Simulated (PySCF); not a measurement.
**The bond of NaLi, level by level**

One table from this session's results is given with a row withheld; the runs are named, their logs left out.

Program: PySCF 2.14.0. Level of theory: Na jorge-DZP-DKH, Li jorge-DZP-DKH, spin-free X2C with a Gaussian nucleus. These are calculated values, not measurements.

The first run:

A driver script around PySCF takes these settings:

```yaml
atoms: Na, Li
charge: 0
basis: Na jorge-DZP-DKH, Li jorge-DZP-DKH
Hamiltonian: spin-free X2C with a Gaussian nucleus
basis_functions: 39
electrons_treated: 14
masses_in_u: 22.9898, 7.0160
levels: PBE0, PBE, r²SCAN, MN15, B2PLYP, PW91, HF, MP2, SCS-MP2, CCSD, CCSD(T)
grid: 80 radial by 434 angular points
occupations: held fixed by the projection of orbital angular momentum
dissociation_limit: Na + Li, each in its ground configuration
starting_distance_in_angstrom: 2.860
values_of_2S_to_try: 0, 2
```

Launch:

```sh
> OMP_NUM_THREADS=1 python dia.py task.json out
```

Among the steps run: The job; First curve: PBE0; Other states along the same grid; PBE (GGA); r²SCAN (meta-GGA); MN15; B2PLYP; PW91; RHF (mean field); Correlated methods on the Hartree–Fock reference.

One of the session's tables, all rows but one given; the rest of the session is left out.

```
      level  Re (Å)  ωe (cm⁻¹)  De (eV)
        RHF   2.994      249.3    0.058
    RHF-MP2   2.950      249.8     0.59
RHF-SCS-MP2   2.952      249.1     0.68
   RHF-CCSD   2.929      249.1     0.85
RHF-CCSD(T)   2.927      248.7     0.86
        PBE   2.916      246.7     0.80
       PW91       ?          ?        ?
     r²SCAN   2.949      247.4     0.69
       PBE0   2.917      253.0     0.74
       MN15   2.770      294.8     1.04
     B2PLYP   2.901      253.4     0.78
```

Q: Estimate the row for PW91 from the others.

**Answer.** Re (Å): 2.915; ωe (cm⁻¹): 246.9; De (eV): 0.84. In the column «Re (Å)» it lies between B2PLYP (2.901) and PBE (2.916).

De is counted to Na + Li in their ground configurations.
